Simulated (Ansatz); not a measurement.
System: diamond-structure Si. Method: PBE-D3(BJ) (Ansatz, a first-principles code, plane waves, PAW).

Settings: plane-wave cutoff 500 eV, 10×10×10 k mesh, gaussian smearing 0.02 eV, scalar-relativistic PAW data made under PBE.

Cell (relaxed at this level):

```cif
data_Si2
_chemical_formula_sum 'Si2'
_space_group_name_H-M_alt 'P 1'
_space_group_IT_number 1
_cell_length_a 3.83355
_cell_length_b 3.83355
_cell_length_c 3.83355
_cell_angle_alpha 60.000
_cell_angle_beta 60.000
_cell_angle_gamma 60.000
loop_
_space_group_symop_operation_xyz
  'x, y, z'
loop_
_atom_site_label
_atom_site_type_symbol
_atom_site_fract_x
_atom_site_fract_y
_atom_site_fract_z
_atom_site_occupancy
Si1 Si 0.00000 0.00000 0.00000 1
Si2 Si 0.25000 0.25000 0.25000 1
```

### Question
What does this level give for the band gap?

### Answer

- band gap: 0.57 eV (on the SCF k mesh)

Measured, for comparison: band gap 1.23 eV (zero-point renormalisation of 0.06 eV added back here (the table's ZPR column); inputs from Chen et al. (2018), doi:10.1103/physrevmaterials.2.073803). Computed (rounded) less measured: band gap -0.66 eV.

Computed values are for the static lattice.
